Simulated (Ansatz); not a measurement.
C4H7NO can be A, `CC1(O)C=NC1`, or B, `COCCC#N`.

Calculated with Ansatz (gas phase, PBE0-D4/def2-TZVP geometries, no zero-point term in ΔE). CBS: MP2 limit from def2 TZ/QZ plus the TZ coupled-cluster correction, frozen cores. DFT in def2-TZVPP. B3LYP here is the variant with VWN-RPA as its local correlation; programs differ in this. Each species was taken in one conformer, which may not be the lowest.

(1) Which isomer does CCSD(T)/CBS put lower? Give the gap. (Estimate.)

(2) Give E(B) − E(A) in kJ/mol with PBE0-D4, CCSD(T)/def2-TZVPP, B3LYP-D4, ωB97M-V, r2SCAN-D4, MP2/def2-TZVPP, HF/def2-TZVPP. (Estimate.)

Largest T1 diagnostic: 0.012.

## Answers

(1) Ansatz gave: B, by 61.9 kJ/mol.

(2) The calculation gave: PBE0-D4 -47.8, CCSD(T)/def2-TZVPP -68.6, B3LYP-D4 -75.3, ωB97M-V -60.9, r2SCAN-D4 -60.5, MP2/def2-TZVPP -72.3, HF/def2-TZVPP -101.0. None reverses the order clearly.

From PBE to PBE0 (25 % exact exchange), in def2-TZVPP and without D4, E(B) − E(A) moves by +3.1 kJ/mol. The D4 term adds +4.6 kJ/mol with B3LYP and +2.1 kJ/mol with PBE0; it sums over pairs of atoms, weighted by their polarisabilities, and B3LYP, whose exchange is more repulsive, gets the larger term.
